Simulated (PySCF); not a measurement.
A family of related molecules: Y=E=Y. Isolated molecules, 0 K electronic values unless said otherwise. Strings in code marks are SMILES.

Quantity: vertical ionisation energy (energy after one electron is removed minus that of the parent at the parent's geometry), in eV.

Level 1: PBE-D3(BJ)/def2-TZVP // B3LYP-D3(BJ)/def2-TZVP (PySCF)
Level 2: B3LYP/6-31G* // B3LYP-D3(BJ)/def2-TZVP (PySCF)
Level 3: PBE/6-31G* // B3LYP-D3(BJ)/def2-TZVP (PySCF)
Level 4: minus the HOMO energy of HF/STO-3G // B3LYP-D3(BJ)/def2-TZVP (PySCF)

```tsv
species	level 1	level 2	level 3	level 4
`C=C=O`	9.71	9.58	9.50	7.42
`O=S=O`	12.06	12.20	11.85	7.64
`C=C=C`	10.02	9.88	9.84	8.71
```
